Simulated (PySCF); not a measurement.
**Bonding in `C[C@H](Cl)[C@@H](C)F`**

C₄H₈ClF.
Numbering: `[CH3:1][C@H:2]([Cl:3])[C@@H:4]([CH3:5])[F:6]` (hydrogens: H7, H8, H9 on C1; H10 on C2; H11 on C4; H12, H13, H14 on C5)

Cartesian coordinates in Å at the GFN2-xTB level; atoms count from 1:
```xyz
14
C4H8ClF angstrom
C      1.9300   -0.2371    0.0000
C      0.6075    0.4009   -0.3859
Cl     0.5023    2.0350    0.3336
C     -0.5979   -0.4112    0.0980
C     -1.9348    0.1713   -0.3281
F     -0.4789   -1.6819   -0.4420
H      2.0122   -0.3224    1.0815
H      2.7602    0.3603   -0.3682
H      1.9886   -1.2317   -0.4375
H      0.5444    0.5339   -1.4697
H     -0.5523   -0.5436    1.1868
H     -2.7349   -0.5001   -0.0273
H     -2.0847    1.1385    0.1409
H     -1.9624    0.2876   -1.4092
```

Bond orders from the PBE0/pcSseg-1 density (PySCF). The structure is a single GFN2-xTB conformer in the gas phase; no vibrational or solvent corrections.

(1) How far do the computed orders between heavy atoms stray from the drawn ones?

(2) Give the Mayer order of every bond, beside its length.

Results:

(1) The largest departure is 0.138, at C4–F6 (drawn single, 0.862). Drawn single, order below 0.88: C4–F6 (0.862).

(2) 
```json
{"bond": "C1–C2", "drawn as": "single", "length (Å)": "1.518", "Mayer order": "1.018"}
{"bond": "C2–Cl3", "drawn as": "single", "length (Å)": "1.789", "Mayer order": "0.989"}
{"bond": "C2–C4", "drawn as": "single", "length (Å)": "1.532", "Mayer order": "0.942"}
{"bond": "C4–C5", "drawn as": "single", "length (Å)": "1.519", "Mayer order": "1.049"}
{"bond": "C4–F6", "drawn as": "single", "length (Å)": "1.386", "Mayer order": "0.862"}
{"bond": "C1–H7", "drawn as": "single", "length (Å)": "1.088", "Mayer order": "0.961"}
{"bond": "C1–H8", "drawn as": "single", "length (Å)": "1.087", "Mayer order": "0.959"}
{"bond": "C1–H9", "drawn as": "single", "length (Å)": "1.088", "Mayer order": "0.948"}
{"bond": "C2–H10", "drawn as": "single", "length (Å)": "1.094", "Mayer order": "0.920"}
{"bond": "C4–H11", "drawn as": "single", "length (Å)": "1.098", "Mayer order": "0.939"}
{"bond": "C5–H12", "drawn as": "single", "length (Å)": "1.087", "Mayer order": "0.959"}
{"bond": "C5–H13", "drawn as": "single", "length (Å)": "1.085", "Mayer order": "0.948"}
{"bond": "C5–H14", "drawn as": "single", "length (Å)": "1.088", "Mayer order": "0.957"}
```

Bonds between the same two heavy elements. C–C: lowest C2–C4 (0.942, 1.532 Å), highest C4–C5 (1.049, 1.519 Å).

Problem. Sum the orders of all bonds at each heavy atom with more than one neighbour and set the sums beside the valence in the SMILES.

Solution. C1 3.886 (drawn 4), C2 3.869 (drawn 4), C4 3.792 (drawn 4), C5 3.913 (drawn 4). Orders between atoms that aren't bonded are not in these sums.

For a closed shell the Mayer order of atoms A and B is Σ (PS)μν (PS)νμ over the basis functions μ on A and ν on B, with P the density and S the overlap matrix.

The run behind these numbers computed NMR shieldings as well. Hardware: Arm Neoverse V2, one thread (shared host). Cost: 14 s wall, 0.71 GiB resident at most.
